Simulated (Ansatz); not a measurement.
`BNB`, relaxed with RKS PBE-D4/def2-SVP in Ansatz from a rough embedded geometry. The force threshold is 0.03 eV/Å; the program also tests the step.

The species carries charge 0 and has multiplicity 1.

Start:

```xyz
8

B    -0.051   -0.674    0.977
N    -0.306    0.655    0.369
B     0.402    0.609   -0.958
H     0.974   -0.985    1.356
H    -0.939   -1.484    1.154
H    -1.350    0.711    0.185
H    -0.264    0.564   -2.006
H     1.534    0.604   -1.075
```

```tsv
step	energy (eV)	largest force (eV/Å)	largest move (Å)
1	-2917.5131	2.828	0.000
2	-2918.0517	1.586	0.198
3	-2918.3362	0.385	0.200
4	-2918.4542	0.384	0.200
5	-2918.5160	0.325	0.200
6	-2918.5359	0.040	0.086
7	-2918.5366	0.008	0.017
```

End:

```xyz
8

B    -0.078   -0.722    1.059
N    -0.473    0.118   -0.026
B     0.379    0.648   -1.042
H     1.092   -1.032    1.157
H    -0.917   -1.105    1.852
H    -1.468    0.363   -0.083
H    -0.098    1.351   -1.912
H     1.563    0.379   -1.005
```

It took 3 s on 2 threads of a server CPU on a shared host, with 0.15 GiB of host memory at the peak.
